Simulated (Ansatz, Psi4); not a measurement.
# PF3 (phosphorus trifluoride): from total energies to a heat of formation

PF3: 4 atoms, total charge 0, spin state singlet. As SMILES, `FP(F)F`. Geometry: relaxed at PBE0-D4/def2-TZVP.

Total energies at revPBE/6-311+G** (Psi4 1.11); the atoms run unrestricted:

| species | state | energy (Eh) |
| --- | --- | --- |
| PF3 | singlet | -640.896121 |
| F | doublet | -99.725468 |
| P | quartet | -341.201675 |

Harmonic wavenumbers at PBE0-D4/def2-TZVP, in cm⁻¹: 342, 342, 482, 867, 867, 899.

Measured heats of formation of the gaseous atoms at 298.15 K, in kJ/mol: F 79.4, P 316.4. Spin-orbit lowering of the atoms at 298 K (mean of the ground term's levels less their thermal mean, from spectra), in kJ/mol: F 1.29. Take 1 Eh = 2625.50 kJ/mol, 1 cm⁻¹ = 0.0119627 kJ/mol, RT = 2.479 kJ/mol.

Problem. What heat of formation follows?

Solution. 
1. Electronic atomisation energy: 3 × (-99.725468) + (-341.201675) − (-640.896121) = 0.518042 Eh = 1360.1 kJ/mol.
2. Zero-point energy: half the sum of the wavenumbers, 1899.5 cm⁻¹ = 22.7 kJ/mol.
3. Thermal vibrational enthalpy, Σ hcν̃/(exp(hcν̃/kT) − 1): 3.0 kJ/mol. Translation, rotation and pV of a non-linear molecule: 4 RT = 9.9 kJ/mol.
4. The 4 free atoms carry 5/2 RT each: 24.8 kJ/mol.
5. Spin-orbit coupling lowers the free atoms by 3 × 1.29 = 3.9 kJ/mol.
6. Atomisation enthalpy at 298 K: 1360.1 − 3.9 − 22.7 − 3.0 − 9.9 + 24.8 = 1345.4 kJ/mol.
7. Sum of the atoms' heats of formation: 554.6 kJ/mol. Heat of formation: 554.6 − 1345.4 = -790.8 kJ/mol.

The tabulated value is -958.4 kJ/mol (NIST-JANAF tables), so this level is off by +167.6 kJ/mol, or 11.1 % of the atomisation enthalpy that the table implies (1513.0 kJ/mol). Anharmonicity and any spin-orbit splitting of the molecule are left out.
